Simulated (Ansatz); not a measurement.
# Cost against result

The pair of H2O (SMILES O, atoms 1–3) and C2H4 (SMILES C=C, atoms 4–9), both closed shells, in one local arrangement (a lower one may exist), relaxed at PBE0-D4/def2-TZVP:

```
9
angstrom
O -0.3630 0.7137 -2.1600
H -0.2182 0.4807 -1.2359
H -0.2817 -0.1146 -2.6371
C -0.5050 -0.2970 1.0723
C 0.7922 -0.0623 0.9356
H -0.9190 -1.2929 0.9552
H -1.2052 0.4962 1.3116
H 1.2069 0.9326 1.0576
H 1.4930 -0.8563 0.7006
```

Interaction energies are counterpoise-corrected; the time is that of the whole pair.

Computed with Ansatz 0.2.0 (basis: as named in each row); correlated methods freeze the cores. B3LYP uses VWN-RPA correlation. Extrapolation: Hartree–Fock as exp(−7.88 √X), correlation as X^−2.97.

Times are rough, for one single point on 2 threads of a shared host (Arm Neoverse V1).

The estimate by CCSD(T) at an estimated basis limit (MP2 extrapolated from triple and quadruple zeta, plus CCSD(T) − MP2 in triple zeta) is -2.40 kcal/mol.

| method | basis | time (s) | interaction energy (kcal/mol) | method less estimate |
| --- | --- | --- | --- | --- |
| PBE-D4 | def2-TZVPPD | 2 | -3.01 | -0.60 |
| revPBE-D4 | def2-TZVPPD | 2 | -2.45 | -0.05 |
| BLYP-D4 | def2-TZVPPD | 2 | -2.39 | 0.01 |
| PBE0-D4 | def2-TZVPPD | 3 | -2.87 | -0.47 |
| HSE06-D4 | def2-TZVPPD | 3 | -2.87 | -0.46 |
| B3LYP-D4 | def2-TZVPPD | 3 | -2.54 | -0.14 |
| r2SCAN-D4 | def2-TZVPPD | 4 | -2.86 | -0.46 |
| B2PLYP | def2-TZVPPD | 6 | -1.88 | 0.52 |
| wB97X-V | def2-TZVPPD | 8 | -2.55 | -0.15 |
| wB97M-V | def2-TZVPPD | 8 | -2.53 | -0.13 |
| B97M-V | def2-TZVPPD | 9 | -2.48 | -0.08 |
| MP2 | def2-QZVPPD | 22 | -2.49 | -0.08 |
| CCSD(T) | def2-TZVPPD | 70 | -2.15 | 0.25 |

The T1 diagnostic stays at or below 0.011.
